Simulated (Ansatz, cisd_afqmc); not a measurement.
Species: H2O, charge 1, doublet. H2O+ (parent SMILES O, doublet).
B3LYP-D3(BJ)/def2-TZVP minimum from Ansatz (an electronic-structure program):
```xyz
3

O     -0.0024     0.0001     0.1156
H      0.0028     0.8250    -0.4633
H      0.0166    -0.8260    -0.4614
```
Charge +1, spin multiplicity 2.

Total energies in cc-pVTZ, 7 correlated electrons, 1 frozen orbitals. UHF or UKS for unpaired electrons; spin-orbit terms are left out. Cores are frozen in correlated methods. No relativity. AFQMC is phaseless with a CISD trial state; ± is one standard error, without the phaseless bias. Outlying blocks are dropped, and bars are widened where a walk drifts. Over all cases where full CI ran beside it in this data, AFQMC minus full CI had a median of +0.1 mEh and passed +0.4 mEh in a tenth of the cases.

```
method         program        energy (Eh)  minus CCSDT(Q) (mEh)
----------  ----------  -----------------  --------------------
HF              Ansatz          -75.65738                220.01
MP2             Ansatz          -75.85641                 20.98
CCSD            Ansatz          -75.87192                  5.47
CCSD(T)         Ansatz          -75.87692                  0.47
CCSDT(Q)        Ansatz          -75.87739                  0.00
AFQMC/CISD  cisd_afqmc  -75.8772 ± 0.0002             0.2 ± 0.2
```

Rough core times of Ansatz's runs on a shared machine: CCSD(T) under 20 s, CCSDT(Q) 90 s.
